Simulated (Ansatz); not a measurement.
# C₃H₄O₂S: one species, many methods

An exercise on one series of results from a longer session: the logs are not shown, and one member is left open.

The runs use Ansatz 0.2.0, Gaussian basis; functionals in def2-TZVPP, the program's frozen cores in correlated methods.

Levels to be run: LDA (SPW92), PBE-D4, revPBE-D4, BLYP-D4, r2SCAN-D4, B97M-V, PBE0-D4, B3LYP-D4, r2SCANh-D4, r2SCAN0-D4, HSE06-D4, BHLYP-D4, CAM-B3LYP-D4, LC-ωPBE, ωB97X-V, ωB97M-V, B2PLYP, PBE-QIDH; CCSD(T)/def2-SVP; CCSD(T)/def2-TZVPP; MP2/def2-QZVPP; extrapolation to the limit; RPA on PBE.

### The geometry

All runs share one geometry, relaxed beforehand with PBE0-D4 in a triple-zeta def2 set.

SMILES `C#CS(C)(=O)=O`, 10 atoms, charge 0, spin multiplicity 1.

Atoms are counted from 1 here; the program's logs count them from 0.

Bond lengths: C1–C2 1.200 Å, C1–H7 1.066 Å, C2–S3 1.721 Å, S3–C4 1.762 Å, S3–O5 1.430 Å, S3–O6 1.430 Å, C4–H8 1.089 Å, C4–H9 1.091 Å, C4–H10 1.089 Å. Angles: C2–C1–H7 179.5°, C1–C2–S3 179.0°, C2–S3–C4 101.6°, C2–S3–O5 107.6°, C2–S3–O6 107.6°, C4–S3–O5 108.8°, C4–S3–O6 108.8°, O5–S3–O6 120.8°, S3–C4–H8 109.1°, S3–C4–H9 105.6°, S3–C4–H10 109.1°, H8–C4–H9 110.5°, H8–C4–H10 111.8°, H9–C4–H10 110.5°.

Geometry (Å):

```xyz
10
C3H4O2S
C     1.5803   -0.5958   -1.7322
C     0.7507   -0.0439   -1.0633
S    -0.4406    0.7705   -0.1250
C    -0.6149   -0.3202    1.2482
O    -1.6575    0.7663   -0.8755
O     0.1342    1.9979    0.3304
H     2.3167   -1.0796   -2.3322
H    -0.9601   -1.2895    0.8921
H    -1.3653    0.1394    1.8939
H     0.3395   -0.3964    1.7665
```

The first run:

The input, in.yaml:

```yaml
crystal:
  periodic: [false, false, false]
  atoms:
    - {symbol: C, position_ang: [1.580299, -0.595812, -1.732170]}
    - {symbol: C, position_ang: [0.750730, -0.043863, -1.063310]}
    - {symbol: S, position_ang: [-0.440552, 0.770520, -0.125034]}
    - {symbol: C, position_ang: [-0.614946, -0.320238, 1.248180]}
    - {symbol: O, position_ang: [-1.657530, 0.766324, -0.875516]}
    - {symbol: O, position_ang: [0.134198, 1.997941, 0.330352]}
    - {symbol: H, position_ang: [2.316687, -1.079601, -2.332177]}
    - {symbol: H, position_ang: [-0.960117, -1.289465, 0.892077]}
    - {symbol: H, position_ang: [-1.365259, 0.139404, 1.893940]}
    - {symbol: H, position_ang: [0.339488, -0.396412, 1.766458]}
basis:
  gaussian: {orbitals: def2-TZVPP}
hamiltonian: {xc: lda}
output: {orbitals: {seedname: orbitals}}
```

Launch:

```
ansatz run in.yaml --threads 4 --pin off --events-out ev --progress --plain --max-ram 10444MiB
```

Among the steps run: LDA; PBE-D4 (GGA); revPBE-D4 (GGA); BLYP-D4 (GGA); r2SCAN-D4 (meta-GGA); B97M-V (meta-GGA); PBE0-D4 (hybrid); B3LYP-D4 (hybrid); r2SCANh-D4 (hybrid); r2SCAN0-D4 (hybrid); HSE06-D4 (hybrid); BHLYP-D4 (hybrid); CAM-B3LYP-D4 (range-separated); LC-ωPBE (range-separated); ωB97X-V (range-separated); ωB97M-V (range-separated); B2PLYP (double hybrid); PBE-QIDH (double hybrid).

One table of the session follows, with a row left open; its other results are not shown here.

It belongs to the step «Frontier levels by functional». 

| functional | HOMO (eV) | gap (eV) |
| --- | --- | --- |
| LDA (SPW92) | -7.51 | 5.37 |
| PBE-D4 | -7.29 | 5.41 |
| revPBE-D4 | -7.21 | 5.43 |
| BLYP-D4 | -7.15 | 5.41 |
| r2SCAN-D4 | -7.59 | 5.92 |
| B97M-V | -7.62 | 6.05 |
| PBE0-D4 | -8.72 | 7.79 |
| B3LYP-D4 | -8.46 | 7.31 |
| r2SCANh-D4 | -8.13 | 6.81 |
| r2SCAN0-D4 | -8.93 | 8.13 |
| HSE06-D4 | -8.31 | 7.00 |
| BHLYP-D4 | -10.00 | 10.15 |
| CAM-B3LYP-D4 | -10.11 | 10.33 |
| LC-ωPBE | ? | ? |
| ωB97X-V | -11.10 | 12.42 |
| ωB97M-V | -11.00 | 12.21 |

Q: Estimate the row for LC-ωPBE from the others.

As computed: HOMO (eV): -11.51; gap (eV): 12.90. In the column «HOMO (eV)» it is the lowest.
